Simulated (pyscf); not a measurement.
Thermochemistry of product channels of `[SiH3][O][Cu]` + `[ClH]` on the singlet surface, in eV, from ωB97M-D3(BJ)/def2-TZVP energies (ideal gas, 1 atm, RRHO with modes under 100 cm⁻¹ raised to 100, one conformer, R ln 2 for chiral ones without a mode under 150 cm⁻¹). Structures and frequencies: ωB97X-D3(BJ)/def2-SVP in PySCF.

| products | ΔE | ΔH(298 K) | ΔG(298 K) | ΔG(900 K) |
|---|---|---|---|---|
| `[OH][Cu]` + `[SiH3][Cl]` | +0.26 | +0.31 | +0.30 | +0.30 |
| `[Cl][Cu]` + `[OH][SiH3]` | -1.07 | -0.99 | -0.99 | -0.99 |

These are energies of the channels, which say nothing of barriers.
